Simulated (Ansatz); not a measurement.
Reaction (SMILES): C(F)(F)(F)F → F[C](F)F + F atom
B3LYP-D3(BJ)/def2-TZVP geometries, fixed; electronic energies without zero-point terms.
Largest species:
```xyz
5

C      0.0000     0.0000     0.0000
F      0.7629     0.7657     0.7682
F     -0.7843    -0.7493     0.7628
F     -0.7467     0.7653    -0.7843
F      0.7680    -0.7817    -0.7466
```
Charge 0, spin multiplicity 1.

Basis-set convergence of the bond dissociation energy at B2PLYP with Ansatz (an electronic-structure program). All functions are spherical. Cores are frozen. Open shells are unrestricted. No added dispersion term, no relativity. Functions are those of the species that has most. Reference: the value in aug-cc-pVQZ, 128.48 kcal/mol, itself unsure by roughly 0.19 kcal/mol (its mean distance from def2-QZVPPD, pcseg-3, def2-QZVPP). Deviations are taken from unrounded values.

```
basis        functions  bond dissociation energy (kcal/mol)
-----------  ---------  -----------------------------------
cc-pVDZ             70                               127.86
aug-cc-pVDZ        115                               125.12
def2-SVP            70                               131.93
def2-SVPD          112                               127.55
pcseg-1             70                               125.97
aug-pcseg-1        115                               127.57
6-311G**            90                               127.24
6-311+G**          110                               123.67
cc-pVTZ            150                               129.16
aug-cc-pVTZ        230                               128.04
pcseg-2            150                               127.98
aug-pcseg-2        230                               128.22
def2-TZVPP         155                               128.04
def2-TZVPPD        197                               127.58
cc-pVQZ            275                               128.89
aug-cc-pVQZ        400                               128.48
def2-QZVPP         285                               128.36
def2-QZVPPD        327                               128.19
```

What the diffuse functions change, pair by pair:
- cc-pVDZ to aug-cc-pVDZ: 45 more functions, deviation -0.63 to -3.37 kcal/mol
- def2-SVP to def2-SVPD: 42 more functions, deviation 3.44 to -0.94 kcal/mol
- pcseg-1 to aug-pcseg-1: 45 more functions, deviation -2.52 to -0.91 kcal/mol
- 6-311G** to 6-311+G**: 20 more functions, deviation -1.25 to -4.81 kcal/mol
- cc-pVTZ to aug-cc-pVTZ: 80 more functions, deviation 0.68 to -0.45 kcal/mol
- pcseg-2 to aug-pcseg-2: 80 more functions, deviation -0.50 to -0.26 kcal/mol
- def2-TZVPP to def2-TZVPPD: 42 more functions, deviation -0.45 to -0.90 kcal/mol
- cc-pVQZ to aug-cc-pVQZ: 125 more functions, deviation 0.40 to 0.00 kcal/mol
- def2-QZVPP to def2-QZVPPD: 42 more functions, deviation -0.13 to -0.30 kcal/mol

Leaving out the reference's own pair, they bring the value nearer the reference by more than 0.19 kcal/mol in 4 of 8 pairs.
